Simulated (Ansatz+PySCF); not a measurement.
# singlet H₂S: levels of theory in one basis

```yaml
atoms:
  - { symbol: S, position_ang: [0.0000, 0.0000, -0.0957] }
  - { symbol: H, position_ang: [0.0000, 0.8938, 0.7656] }
  - { symbol: H, position_ang: [0.0000, -0.8938, 0.7656] }
```

Basis set: def2-SVP (spherical functions). Frozen core: 5 orbitals. Charge 0, multiplicity 1.

Computed with Ansatz (development build ahead of 0.2.0); each method stands on the lowest determinant of its kind that the runs found. NEVPT2 correlates all electrons. Active spaces start from the frontier orbitals, and the lowest solution found is given.

| method | E − E(RHF) (eV) | <S²> of the determinant |
| --- | --- | --- |
| RHF | 0.00 | 0.00 |
| RHF-MP2 | -3.86 | – |
| RHF-CCSD(T) | -4.54 | – |
| CASSCF(8,6) | -0.83 | – |
| SC-NEVPT2(8,6) | -4.03 | – |

Question: What does RHF-CCSD give on the same scale?

Answer: -4.45 eV.

Question: Is a single determinant a sound starting point here?

Answer: By this sign, yes. Unrestricted orbitals gain 0.00 eV and <S²> is 0.00 against 0.00 for a pure state. The CASSCF(8,6) natural occupations are 2.00, 2.00, 1.98, 1.98, 0.03, 0.02.
